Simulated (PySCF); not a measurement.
Compound: C3H3FNS (doublet state).
Structure used (GFN2-xTB), in Å, numbered top down from 1:
```xyz
9
C3H3FNS angstrom
N      2.894   -0.136   -0.031
C      1.761   -0.347   -0.138
C      0.413   -0.606   -0.213
F     -0.036   -1.389   -1.212
C     -0.603    0.017    0.633
S     -1.096    1.652   -0.139
H     -1.503   -0.590    0.714
H     -0.214    0.287    1.612
H     -1.602    1.120   -1.252
```

The hyperfine couplings belong to this conformer and change with its torsions.

The species is `N#C[C](F)CS` [radical].

The calculation used UKS B3LYP, pcH-1 on C F H N S, non-relativistic, mean-field spin-orbit, GIAO in PySCF 2.14.0. One conformer (not necessarily the lowest) at the GFN2-xTB geometry, without solvent, vibrations or thermal averaging. The geometry wasn't refined by DFT: couplings that depend on bond lengths, twists or pyramidal angles can differ widely from those at the functional's own minimum. The SCF solution wasn't tested for stability.

Principal values of hyperfine tensors in MHz (contact, dipolar and spin–orbit terms together), for some of the nuclei:

```
atom  isotope       A1      A2      A3
  F4      19F  -106.67  -67.73  528.97
  C3      13C     7.03    8.70  212.57
  C2      13C   -75.27  -59.90  -38.47
  C5      13C   -28.84  -25.40  -22.83
  H8       1H    16.69   17.99   27.88
  S6      33S    -4.32   -1.46   43.04
  N1      14N    -8.59   -4.77   37.79
  H9       1H   -10.10   -4.51    0.52
```

(1) Split each tensor into its isotropic and traceless parts, and turn a_iso into mT with g = 2.0036.

(2) What spin density at the nucleus of C2 lies behind its contact coupling (g_N = 1.40482)?

(3) H7 (1H, g_N = 5.58569) isn't in the table. Its spin density at the nucleus is 0.003552 bohr⁻³. What is its contact coupling?

(4) Which nucleus of the table has the largest anisotropic coupling, and what is its form?

(5) In a single crystal, with the field along each principal axis of the tensor of F4 in turn, what first-order splitting does this nucleus give (isotropic g, quadrupole terms neglected)?

## Answers

(1) a_iso is a third of the trace, T = A − a_iso, and a(mT) = a(MHz)/(g × 13.996). The tensors hold a spin–orbit part: the run splits a_iso into a_FC + a_SO, and T includes its anisotropic share.

```tsv
atom	a_iso (MHz)	a_FC	a_SO	a_iso (mT)	T1	T2	T3
F4	118.19	117.57	0.61	4.215	-224.86	-185.91	410.78
C3	76.10	76.02	0.08	2.714	-69.07	-67.40	136.47
C2	-57.88	-57.89	0.02	-2.064	-17.39	-2.02	19.41
C5	-25.69	-25.69	-0.01	-0.916	-3.15	0.29	2.86
H8	20.85	20.87	-0.02	0.744	-4.16	-2.86	7.02
S6	12.42	12.32	0.10	0.443	-16.74	-13.88	30.62
N1	8.14	8.16	-0.02	0.290	-16.73	-12.91	29.64
H9	-4.69	-4.75	0.06	-0.167	-5.40	0.19	5.21
```

(2) a_FC = 800.24 MHz bohr³ × g_N × ρ(0)/(2S). With a_FC = -57.89 MHz and 2S = 1, ρ(0) = -0.0515 bohr⁻³.

(3) By the same relation, a_FC = 15.88 MHz. Its full tensor has the principal values 11.79, 12.92, 22.90 MHz.

(4) F4: -224.9, -185.9, 410.8 MHz (the dipolar term alone has -226.5, -185.3, 411.8), rhombic: the two smaller values differ by 9 % of the largest.

(5) 2 lines (I = 1/2), spaced by |A_i|/(g × 13.996): 3.80, 2.42, 18.86 mT along the axes of A1, A2 and A3.

On Arm Neoverse V1, one thread, shared host with 64 logical CPUs at a one-minute load of 29, this took 30 s of wall time (grids of density and orbitals included) and 0.72 GiB of memory at its peak.
